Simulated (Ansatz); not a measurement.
Mulliken charges of COS, SMILES `O=C=S` from B3LYP/def2-TZVPP in Ansatz (PBE0-D4/def2-TZVP geometry).

```json
{"atom": "O1", "x (Å)": "0.922", "y (Å)": "0.684", "z (Å)": "0.582", "charge (e)": "-0.116"}
{"atom": "C2", "x (Å)": "0.097", "y (Å)": "0.072", "z (Å)": "0.061", "charge (e)": "0.260"}
{"atom": "S3", "x (Å)": "-1.019", "y (Å)": "-0.756", "z (Å)": "-0.643", "charge (e)": "-0.143"}
```

Q: By hand: the dipole of these point charges (1 e Å = 4.8032 D).

A: Σ q r = (0.064, 0.047, 0.040) e Å, of length 0.089 e Å = 0.43 D.

Q: How does the dipole of the full density compare? (Estimate.)

A: Ansatz gave: (-0.112, -0.083, -0.071) e Å, 0.75 D; the point charges give 0.57 times that, at 180° from its direction, so they point the opposite way.

Point charges leave out the atoms' own dipoles, such as those of lone pairs, and Mulliken's split depends on the basis, so the two needn't agree.

B3LYP here is the variant with VWN-RPA as its local correlation; programs differ in this.
